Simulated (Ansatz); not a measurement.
Born–Oppenheimer molecular dynamics of CH3Mg (5 atoms, charge 1, multiplicity 1). It starts from a relaxed structure.

Computed with RKS PBE/def2-SVP (Ansatz 0.2.0).

```json
{
 "ensemble": "NVE (velocity Verlet)",
 "time step": "0.5 fs",
 "steps asked": "300",
 "starting velocities drawn for": "1000 K",
 "seed": "461528"
}
```

First frame:

```xyz
5
Properties=species:S:1:pos:R:3
C -0.236 -0.887 0.332
Mg 0.352 1.038 -0.630
H -1.282 -1.261 0.441
H 0.425 -1.515 0.976
H 0.741 2.624 -1.119
```

**Question.** How far do the bonds stretch over the last three quarters of this one trajectory? (Pairs bonded in most of those frames.)

**Answer.** 
```csv
bond,mean (Å),spread (Å),shortest,longest
C1–Mg2,2.237,0.099,2.09,2.40
C1–H3,1.122,0.020,1.08,1.16
C1–H4,1.121,0.017,1.08,1.16
Mg2–H5,1.715,0.060,1.61,1.81
```

Mean temperature of the second half: 494 K. The conserved energy stayed within 0.26 meV per atom of its start (net change 0.094 meV per atom), so the integration is sound. The temperature averaged 0.49 of the 1000 K drawn at the start: a run that starts near a minimum puts about half its kinetic energy into the potential. A run of 0.15 ps of so small a system gives no equilibrium averages. Limits of this set-up: the dipole of an ion depends on the origin.

Time of the run: 2.3 min on 1 CPU thread of a shared host.
